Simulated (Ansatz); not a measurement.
Name a neutral molecule of C, O, S and H with HOMO energy (PBE/def2-TZVPP) between -5.85 and -5.55 eV and HOMO–LUMO gap (ωB97M-V/def2-TZVPP) between 11.45 and 11.75 eV (Ansatz, PBE0-D4/def2-TZVP geometry).

`SCC1CO1` (-5.80 eV, 11.47 eV). Other molecules can fit too; these were computed, each in one conformer that needn't be the lowest.
